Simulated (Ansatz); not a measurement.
**MgW (Cmmm)**

These are results of Ansatz 0.2.0, DFT PBE, scalar-relativistic, plane waves, PAW, not measurements.

Cutoff 420 eV; k points 10×14×10 on the computed 4-atom cell (Γ-centred); Gaussian smearing, width 0.10 eV; no spin polarisation.

The structure is relaxed at this level of theory with its symmetry kept. Whether it is the stable form of this composition wasn't checked.

```yaml
crystal:
  lattice:
    - [4.74384, 0.00000, 0.01447]
    - [0.00000, 3.36643, 0.00000]
    - [-0.01304, 0.00000, 4.28464]
  atoms:
    - { symbol: Mg, position: [0.50000, 0.25000, 0.75000] }
    - { symbol: Mg, position: [0.50000, 0.75000, 0.25000] }
    - { symbol: W, position: [0.00000, 0.75000, 0.75000] }
    - { symbol: W, position: [0.00000, 0.25000, 0.25000] }
```

(1) Formation energy from the elements' standard states (uncorrected)?

(2) Density of states at the Fermi level?

(3) Löwdin character within 0.5 eV of the Fermi level?

(4) Bader charges (e)?

Spin-orbit coupling is left out, which matters for the bands of heavy elements.

Results:

(1) +0.458 eV/atom.

(2) 2.25 states/eV per cell.

(3) W 5d 79 %, unprojected 12 %.

(4) Mg (2 in the cell) 1.45, W (2 in the cell) -1.45.

Cost: 1 run of about 7.5 core-minutes, on Intel Xeon Processor @ 2.50GHz (Skylake/Cascade Lake) (shared hosts).